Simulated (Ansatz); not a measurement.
This geometry of AlF2H (4 atoms, charge 0, multiplicity 1) is a first-order saddle point.

Level of theory: RKS r2SCAN-D4/6-31G* (Ansatz 0.2.0).

```xyz
4
Properties=species:S:1:pos:R:3
Al -0.267 0.000 0.431
H 1.231 0.000 1.322
F 1.573 0.000 0.147
F -1.037 0.000 -1.034
```

Which two structures does it join? (They come from a converged band through this point; their orientation in space is the band's.)

Bonds broken: Al1–H2, Al1–F3. Bonds formed: H2–F3. AlF2H becomes AlF + FH.

Image 0:

```xyz
4
Properties=species:S:1:pos:R:3
Al 0.374 0.000 0.251
H 0.320 0.000 1.818
F 1.811 0.000 -0.553
F -1.005 0.000 -0.650
```

Image 10:

```xyz
4
Properties=species:S:1:pos:R:3
Al -0.855 0.000 0.425
H 1.667 0.000 1.303
F 1.473 0.000 0.381
F -0.786 0.000 -1.243
```

How far does it lie above each of them?

73.0 kcal/mol above the first and 11.4 kcal/mol above the second. This is the barrier of this one path; another mechanism may lie lower. The orbitals stay closed-shell, which can raise the energy where a bond breaks towards radicals; this wasn't checked here.

Time of the run: 2.1 min on 1 thread of Arm Neoverse V2, with other jobs on the host, peak memory 0.11 GiB.
